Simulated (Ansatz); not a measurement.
# AlH3O: the cost of one run

Method: RKS PBE0/cc-pVDZ, in Ansatz 0.2.0.

## Step 1: The starting structure

Bond lengths: Al1–O2 1.780 Å, O2–H3 1.010 Å, Al1–H4 1.560 Å, Al1–H5 1.560 Å. Angles: Al1–O2–H3 109.5°, O2–Al1–H4 120.0°, O2–Al1–H5 120.0°, H4–Al1–H5 120.0°.

Coordinates:

```xyz
5

Al    0.0000    0.0000    0.0000
O     0.0000    0.0000    1.7800
H    -0.9095   -0.2814    2.1171
H     1.3510    0.0000   -0.7800
H    -1.3510    0.0000   -0.7800
```

## Step 2: Relaxing the start

Input file input.yaml:

```yaml
crystal:
  periodic: [false, false, false]
  atoms:
    - { symbol: Al, position_ang: [0.0, 0.0, 0.0] }
    - { symbol: O, position_ang: [0.0, 0.0, 1.78] }
    - { symbol: H, position_ang: [-0.9095, -0.2814, 2.1171] }
    - { symbol: H, position_ang: [1.351, 0.0, -0.78] }
    - { symbol: H, position_ang: [-1.351, 0.0, -0.78] }
basis:
  gaussian: { orbitals: cc-pVDZ }
hamiltonian:
  xc: pbe0
relax:
  f_tol: 0.02
  max_steps: 40
```

On the command line:

```console
$ ansatz run input.yaml --threads 1 --pin off --max-ram 2048MiB --backend cpu --events-out ev --progress --plain --runs-dir out
```

**Question.** How long does this run take on 1 thread of Arm Neoverse V2, shared host, and how much memory does it need?

About 7.4 s, with a peak of 0.099 GiB.
